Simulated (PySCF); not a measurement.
This PySCF input asks for the NMR shieldings of `CC1CCCC1`, C6H12; the geometry comes from PBE0-D3(BJ)/def2-TZVP.

```python
import basis_set_exchange as bse
import numpy as np
from pyscf import gto, dft
from pyscf.prop import nmr

atoms = """
C     2.114390    0.155075    0.092292
C     0.660562    0.074519    0.516759
C    -0.219834    1.212608   -0.051137
C    -1.512255    0.551856   -0.563209
C    -1.519083   -0.835964    0.074688
C    -0.045184   -1.211564    0.079716
H     2.580274    1.083294    0.433471
H     2.197879    0.122225   -0.998527
H     2.697262   -0.677575    0.496184
H     0.619710    0.120301    1.611276
H    -0.433688    1.955902    0.720231
H     0.300306    1.741158   -0.854552
H    -1.474301    0.447801   -1.651336
H    -2.406393    1.133794   -0.330854
H    -1.887869   -0.775128    1.104687
H    -2.152089   -1.550179   -0.456565
H     0.271611   -1.475028   -0.937152
H     0.190477   -2.061827    0.724310
"""
names = dict.fromkeys(["C", "H"], "pcSseg-2")
basis = {el: gto.basis.parse(bse.get_basis(n, elements=[el], fmt="nwchem")) for el, n in names.items()}
mol = gto.M(atom=atoms, basis=basis, charge=0, verbose=0)
mf = dft.RKS(mol, xc="HYB_GGA_XC_B97_2")
mf.grids.level = 2
mf.grids.alignment = dft.numint.BLKSIZE   # the property module wants whole blocks of grid points
mf.conv_tol = 1e-9
mf.kernel()

calc = nmr.RKS(mf)   # GIAO
C = mf.mo_coeff
Co = C[:, mf.mo_occ > 0]
resp = mf.gen_response(singlet=True, hermi=2)
def vind(x):   # induced exchange potential for any number of trial vectors
    d = np.einsum("pi,xij,qj->xpq", C, 2 * x.reshape(-1, C.shape[1], Co.shape[1]), Co, optimize=True)
    return np.einsum("xpq,pi,qj->xij", resp(d - d.transpose(0, 2, 1)), C, Co, optimize=True).ravel()
mo1, _ = nmr.rhf.solve_mo1(calc, with_cphf=vind)
sigma = calc.kernel(mo1)
for i, s in enumerate(sigma):   # ppm
    w = np.linalg.eigvalsh((s + s.T) / 2)
    print("%2d %-2s iso %8.1f  s11 %8.1f  s22 %8.1f  s33 %8.1f" % (i, mol.atom_pure_symbol(i), w.mean(), *w))
```

Question: Give the expected output.

Answer: 
```
 0 C  iso    161.4  s11    146.4  s22    154.4  s33    183.5
 1 C  iso    146.3  s11    122.0  s22    154.7  s33    162.2
 2 C  iso    150.1  s11    118.2  s22    155.8  s33    176.2
 3 C  iso    155.1  s11    127.9  s22    164.6  s33    172.7
 4 C  iso    152.4  s11    127.8  s22    162.2  s33    167.1
 5 C  iso    144.1  s11    120.5  s22    148.2  s33    163.7
 6 H  iso     30.4  s11     26.0  s22     27.9  s33     37.2
 7 H  iso     31.0  s11     27.5  s22     29.3  s33     36.2
 8 H  iso     30.4  s11     25.8  s22     28.1  s33     37.3
 9 H  iso     29.7  s11     26.4  s22     27.4  s33     35.2
10 H  iso     29.8  s11     25.0  s22     28.3  s33     36.0
11 H  iso     30.5  s11     25.7  s22     29.9  s33     35.7
12 H  iso     30.1  s11     25.3  s22     28.3  s33     36.7
13 H  iso     29.9  s11     25.2  s22     27.6  s33     36.9
14 H  iso     30.2  s11     25.9  s22     27.9  s33     36.8
15 H  iso     29.9  s11     25.4  s22     27.2  s33     37.1
16 H  iso     30.6  s11     26.3  s22     29.8  s33     35.8
17 H  iso     29.8  s11     25.6  s22     27.9  s33     35.9
```

These numbers come from an equivalent density-fitted implementation of the same equations, which agrees with the script to about 0.01 ppm for H and up to a few tenths of a ppm for heavy atoms, so last digits may differ.

Question: Turn these shieldings into chemical shifts. Scale: 13C (σ = 185.38 ppm) and 1H (σ = 31.64 ppm) against TMS (reference shieldings calculated alike).

Answer: Averaging equivalent atoms: C 1: 39.1; C 2/5: 38.3; C 3/4: 31.7; C 0: 24.0; H 9: 1.97; H 10/17: 1.85; H 12/15: 1.65; H 13/14: 1.60; H 11/16: 1.09; H 6/7/8: 1.05 ppm. 

Size and cost of the density-fitted run: 384 basis functions; peak memory 2.7 GiB.
